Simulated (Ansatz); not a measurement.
# AlH2− (singlet): CAM-B3LYP, wB97M-V over a scan of the distance Al1–H2, 6-31++G**

Aim: run AlH2− (singlet) with these functionals over a scan of the distance Al1–H2, and hold them against the top wave-function level at the same points.

Computed with Ansatz 0.2.0, Gaussian basis. Level: 6-31++G**, all electrons in the functionals.

The runs, in order: CAM-B3LYP, wB97M-V, at 1.328 Å; 1.536 Å; 1.697 Å; 1.861 Å; 2.048 Å; 2.284 Å; 2.679 Å; 3.178 Å; 3.675 Å; 4.500 Å; 5.772 Å.

17 further runs of the same task are left out: 13 that didn't finish, 4 set aside as unsound or not needed.

**1. The geometry**

The geometry derives from a PBE0/def2-TZVPD stationary point (not a proven minimum). One bond is set to the value named and the two fragments are kept rigid.

3 atoms, charge -1, spin multiplicity 1.

Atoms are counted from 1 here; the program's logs count them from 0.

Bond lengths: Al1–H2 1.697 Å, Al1–H3 1.697 Å. Angles: H2–Al1–H3 93.2°.

No dispersion term is added; wB97M-V holds VV10 nonlocal correlation.

The geometry shown and the zero of energy belong to the point 1.697 Å. The yardstick, FCI, and other wave-function levels (R restricted, U unrestricted, valence and pair active spaces) come from earlier runs.

**2. CAM-B3LYP, 1.328 Å**

in.yaml reads:

```yaml
crystal:
  periodic: [false, false, false]
  atoms:
    - {symbol: Al, position_ang: [0.000000, -0.072240, -0.009315]}
    - {symbol: H, position_ang: [0.000000, 0.840196, -0.974221]}
    - {symbol: H, position_ang: [0.000000, 1.093601, 1.223565]}
basis:
  gaussian: {orbitals: "6-31++G**"}
total_charge: -1
magnetization: {spin_polarized: true, initial_magnetization: 0}
hamiltonian: {xc: {name: CAM-B3LYP}}
```

On the command line:

```console
$ ansatz run in.yaml --threads 1 --pin off --events-out ev --progress --plain --max-ram 2393MiB
```

The runs that follow: CAM-B3LYP, 1.536 Å; CAM-B3LYP, 1.697 Å; CAM-B3LYP, 1.861 Å; CAM-B3LYP, 2.048 Å; CAM-B3LYP, 2.284 Å; CAM-B3LYP, 2.679 Å; CAM-B3LYP, 3.178 Å; CAM-B3LYP, 3.675 Å; CAM-B3LYP, 4.500 Å; CAM-B3LYP, 5.772 Å; wB97M-V, 1.328 Å; wB97M-V, 1.536 Å; wB97M-V, 1.697 Å; wB97M-V, 1.861 Å; wB97M-V, 2.048 Å; wB97M-V, 2.284 Å; wB97M-V, 2.679 Å; wB97M-V, 3.178 Å; wB97M-V, 3.675 Å; wB97M-V, 4.500 Å; wB97M-V, 5.772 Å.

Q: Predict the results of all the runs planned. Wanted: span of the FCI curve; largest miss, CAM-B3LYP; largest miss, wB97M-V.

The runs gave:

| quantity | value |
| --- | --- |
| span of the FCI curve | 214.4 kJ/mol |
| largest miss, CAM-B3LYP | +7.3 kJ/mol (4.500 Å) |
| largest miss, wB97M-V | -5.4 kJ/mol (2.284 Å) |

**Reading.** Of the functionals, wB97M-V keep the smallest largest miss at the points compared (at most 5.4 kJ/mol) and CAM-B3LYP strays most (7.3 kJ/mol, at 4.500 Å). Functionals and the yardstick converge differently with the basis, so part of each miss in 6-31++G** is the basis.
